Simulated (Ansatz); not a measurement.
One crystal and one scan (energy against volume) at two levels, PBE (plane waves to 420 eV, PAW, scalar-relativistic; Ansatz, a first-principles code) and PBEsol (plane waves to 420 eV, PAW, scalar-relativistic; Ansatz), each from its own relaxed cell and on its own mesh. The cell shown is that of PBE.

Rb (bcc, W type)

```yaml
crystal:
  lattice:
    - [-2.83552, 2.83552, 2.83552]
    - [2.83552, -2.83552, 2.83552]
    - [2.83552, 2.83552, -2.83552]
  atoms:
    - { symbol: Rb, position: [0.00000, 0.00000, 0.00000] }
```

The volume is varied about the relaxed value V₀ at fixed cell shape. Symmetry pins the atoms to their sites.

The energy includes the smearing's −TS. Rb was relaxed with its symmetry unable to fall. The PAW data are Ansatz's earlier set. Percentages come from the unrounded values. Both scans cover V/V₀ from 0.900 to 1.100.

```csv
quantity,PBE,PBEsol,PBE − PBEsol
Lattice constant a (Å),5.671,5.575,+0.096 (+1.7 %)
Pressure at the smallest volume (GPa),0.4,0.4,0.0
Energy cost of the largest compression (meV/atom),9,9,0
Energy cost of the largest expansion (meV/atom),7,7,0
Bulk modulus B₀ (third-order Birch-Murnaghan fit) (GPa),2.8,2.9,-0.1 (-6 %)
Pressure derivative B₀′ (fit),3.8,3.7,+0.1 (+1 %)
Pressure for 5 % compression (fit) (GPa),0.2,0.2,0.0
```

PBE gives the higher value for: lattice constant a. They agree on: pressure derivative B₀′ (within 1.5 %). For the lattice constant a the reference is 5.576 Å (measured, corrected to the static lattice; as given in Gábor I. Csonka, John P. Perdew, Adrienn Ruzsinszky et al., Physical Review B (2009), arXiv:0903.4037): PBEsol lies nearer.  Neither level is exact: the differences show how much the result hangs on the functional.

ΔE (meV/atom), each from the relaxed starting cell of its own level:

| V/V₀ | PBE | PBEsol |
|---|---|---|
| 0.900 | 9 | 9 |
| 0.920 | 6 | 5 |
| 0.940 | 3 | 3 |
| 0.960 | 1 | 1 |
| 0.980 | 0 | 0 |
| 1.000 | 0 | 0 |
| 1.020 | 0 | 0 |
| 1.040 | 1 | 1 |
| 1.060 | 3 | 3 |
| 1.080 | 4 | 5 |
| 1.100 | 7 | 7 |

(A scan under strain: stresses follow from slopes of the energy per volume, elastic moduli from its curvatures.)
